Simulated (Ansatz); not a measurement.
The same path of C3H4FN (9 atoms, charge 0, multiplicity 1) was run twice with different band settings. The coordinate that changes most is the height of N1 over the plane of its neighbours.

The calculation used RKS LDA/6-31G* in Ansatz.

Relaxed end points:

```xyz
9
Properties=species:S:1:pos:R:3
N -1.068 1.086 -0.499
C -0.064 0.212 -0.225
C 0.972 -0.536 -0.471
F 1.878 -0.967 -1.330
C 0.310 -0.847 0.810
H -1.442 1.587 0.310
H -0.918 1.695 -1.306
H -0.339 -1.743 0.919
H 0.759 -0.532 1.775
```

```xyz
9
Properties=species:S:1:pos:R:3
N -0.791 1.357 -0.321
C -0.059 0.217 -0.222
C 0.856 -0.651 -0.546
F 1.815 -1.031 -1.371
C 0.314 -0.843 0.812
H -1.703 1.330 0.142
H -0.837 1.775 -1.253
H -0.398 -1.666 1.032
H 0.894 -0.536 1.710
```

Common settings: movable images 7; climbing image yes; spring 5.0 eV/Å²; start path IDPP; force threshold 0.05 eV/Å; iteration limit 60; end points relaxed.

| run | optimiser | largest step |
| --- | --- | --- |
| 1 | quadratic models (default) | default |
| 2 | fire | 0.5 Å |

Task: What does each run give, and how far can it be trusted?

Result: Run 1: converged after 6 iterations, highest image 0.038 eV above the first end. A vibrational analysis at the climbing image gives one clearly imaginary mode, 413i cm⁻¹: a first-order saddle point.
Run 2: converged after 28 iterations, highest image 0.038 eV above the first end. Another band between the same ends (7 images) ends at a top of the same energy, where a vibrational analysis finds 1 clearly imaginary mode.
